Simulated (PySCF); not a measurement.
CCl₃ (doublet state).
Z-matrix (Å and degrees, GFN2-xTB geometry), rows numbered from 1:
```
Cl
C   1  1.7098
Cl  2  1.7096  1  116.19
Cl  2  1.7097  1  116.11  3   142.04
```

The geometry is computed with GFN2-xTB (gas phase). This method treats the open shell by occupation alone, without spin polarisation.

Masses are those of the commonest isotopes; rigid-rotor values at the optimised geometry. 

(1) What are A, B and C (MHz)?

(2) What kind of rotor is it?

(3) Is it planar, by Δ = Ic − Ia − Ib?

(4) Estimate the classical rotational partition function at 200 K, 298.15 K and 500 K.

## Answers

(1) Ia = 148.44, Ib = 148.59, Ic = 294.55 u·Å²; 505379 MHz·u·Å²/I gives A = 3405, B = 3401, C = 1716 MHz.

(2) An oblate symmetric top, as the point group C3v requires two equal moments; the computed ones differ by 0.10 % because the geometry is symmetric only within the optimiser's tolerance: κ = (2 × 3401 − 3405 − 1716)/(3405 − 1716) = 1.00.

(3) Not planar: Δ = Ic − Ia − Ib = -2.48 u·Å². For a rigid frame Δ = −2 Σ m c², so Σ m c² = 1.24 u·Å² lies off the ab plane. The atom farthest from that plane is 0.30 Å away.

(4) Point group C3v, symmetry number σ = 3; q = (√π/σ)·√((kT/h)³/(ABC)), k/h = 20836.6 MHz/K: 35700 at 200 K, 64900 at 298.15 K, 141000 at 500 K.

For this open shell read J as N, the rotation without spin; fine and hyperfine splittings come on top. Stationary, but not proved a minimum. No vibrational averaging or centrifugal distortion is included, and the geometry carries the error of its method.
